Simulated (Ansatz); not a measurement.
**Energy profile**

The step: C₂H₇N (CCN) → C₂H₄ (C=C) + NH₃; bonds formed: N1–H8; bonds broken: N1–C2, C5–H8 (atoms numbered as in the saddle structure below).

```xyz
10
angstrom
N -1.1907 0.0364 -0.0404
C 0.2585 -0.5654 0.1264
H 0.3261 -1.3689 -0.6113
H 0.2776 -0.9996 1.1290
C 1.0919 0.6318 -0.1011
H 1.6611 0.9699 0.7624
H 1.6993 0.6077 -1.0036
H -0.6315 1.0034 -0.2166
H -1.7165 -0.3184 -0.8400
H -1.7757 0.0031 0.7954
```

Electronic energies by CCSD(T) at an estimated basis limit (MP2 extrapolated from triple and quadruple zeta, plus CCSD(T) − MP2 in triple zeta), on PBE0-D4/def2-TZVP structures; C₂H₇N, closed shell; no counterpoise correction. Program: Ansatz 0.2.0. Basis: def2-TZVPP and def2-QZVPP. Cores are frozen in the correlated methods. Extrapolation: Hartree–Fock as exp(−7.88 √X), correlation as X^−2.97.

**Question.** Give the profile in kJ/mol, counted from the start structure. (An estimate is asked for; the value comes from the calculation.)

**Answer.** Computed:
```
                                                                                                   point  kJ/mol
                                                                                         start structure     0.0
                                                                                                  saddle   302.3
                                                                                           end structure    64.2
separated: NH₃ (N1, H8, H9, H10; singlet) + C₂H₄ (linked as [CH2][CH2]; C2, H3, H4, C5, H6, H7; singlet)    70.0
```

No T1 diagnostic of these runs exceeds 0.014.

For scale, one of the runs: CCSD(T)/def2-TZVPP, 191 basis functions, launched by `ansatz run in.yaml --threads 2 --pin off --events-out ev --progress --plain --max-ram 4352MiB`. Time: 53 s of wall clock on 2 CPU threads of an Arm Neoverse V1; the host was shared. Peak host memory: 2.2 GiB.
